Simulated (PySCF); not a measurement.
Species: fluorine, F2.
Atom-mapped SMILES: `[F:1][F:2]`

Geometry (GFN2-xTB, Å), atoms numbered from 1 in this order:
```
atom  x, y, z in Å
F1     0.7031   -0.0028   -0.0029
F2    -0.7003    0.0041   -0.0112
```

The closed-shell ground state was solved at several levels (PySCF, density fitting, gas phase, non-relativistic). The dipole stays under 0.02 D at every level.

```tsv
level	basis functions	total energy (Eh)	HOMO (eV)	LUMO (eV)	gap (eV)
PBE0/pcSseg-1	34	-199.3027	-11.67	-3.78	7.89
CAM-B3LYP/def2-SVPD	46	-199.3150	-13.63	-2.90	10.73
```

(1) What might PBE0/def2-SVPD (46 basis functions) give for the same quantities?

(2) Over all these levels, which gives the widest orbital gap and which the narrowest?

Results:

(1) Total energy -199.1699 Eh, HOMO -11.99 eV, LUMO -4.12 eV, gap 7.87 eV.

(2) CAM-B3LYP/def2-SVPD (range-separated hybrid) has the widest, 10.73 eV, and PBE0/def2-SVPD (global hybrid, 25 % exact exchange) the narrowest, 7.87 eV. The two share the basis. From the narrowest to the widest the HOMO moves by -1.64 eV and the LUMO by +1.22 eV.
